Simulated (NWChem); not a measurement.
## A calculation on propene (C$_{3}$H$_{6}$)

```
C
C 1 1.3339
H 2 1.0932 1 121.53
H 2 1.0953 3 116.99 1 180.00
H 1 1.0980 2 118.42 3 0.00
C 1 1.4929 5 116.03 2 180.00
H 6 1.1001 1 111.77 5 180.00
H 6 1.1031 7 108.13 1 -122.62
H 6 1.1031 7 108.13 8 -114.77
```
Charge 0, spin multiplicity 1.

Everything below was run with NWChem. The geometry was optimised at PBE0/def2-SVP, a minimum by its harmonic frequencies.

The correlated methods keep 3 core orbitals frozen. The Pople sets run with spherical d functions.

Worked example. A B2PLYP run in 6-31G* ends its self-consistent part (53 % exact exchange, 47 % B88, 73 % LYP) at -117.61698 Ha, and second-order perturbation theory on those orbitals gives -0.46915 Ha unscaled.

The perturbative term enters with the weight 0.27: -117.61698 + 0.27·(-0.46915) = -117.74365 Ha is the total energy.
